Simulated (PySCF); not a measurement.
# Property card for `F[C](F)F` [radical]

Species: CF3 (doublet state).
Bonds: F1–C2, C2–F3, C2–F4.

From GFN2-xTB geometry:

| Quantity | Value |
| --- | --- |
| Point group of the GFN2-xTB geometry | C3v |
| Rotational constants A, B, C of the GFN2-xTB geometry | 10.753, 10.751, 5.543 GHz |

**UKS B3LYP, pcH-1 on C F, non-relativistic, mean-field spin-orbit, GIAO (PySCF)**

| Item | Value |
| --- | --- |
| Isotropic g value | 2.00334 |
| Principal g values | 2.00168, 2.00417, 2.00417 |
| Spin squared ⟨S²⟩ | 0.752 |
| Largest Mulliken spin population | 0.82 on C2 |
| Largest isotropic hyperfine couplings (means over sets of like nuclei) | 13C +735.1 (C2), 19F +392.3 (F1/F3/F4) MHz |

Monoisotopic mass (most abundant isotopes): 68.9952 u.

The rotational constants are those of an oblate symmetric top; the small spread among constants that symmetry makes equal is optimisation noise. g_iso is shifted by about +1020 ppm from the free-electron value 2.002319; the principal values span 0.0025. At 9.50 GHz, hν = g·μB·B₀ (B₀ the magnetic field) puts the centre of the isotropic spectrum, to first order, at 338.8 mT. With B = h/(8π²I), that is 505.379 GHz u Å² over I, the principal moments of inertia are 47.0, 47.0 and 91.2 u Å² (most abundant isotopes).

Isolated species at its GFN2-xTB geometry, gas phase. Hyperfine couplings depend on the geometry, which wasn't re-optimised at a DFT level.

For the EPR job (B3LYP), hardware: one thread, x86-64 server (shared host). Cost: 5.4 s wall.
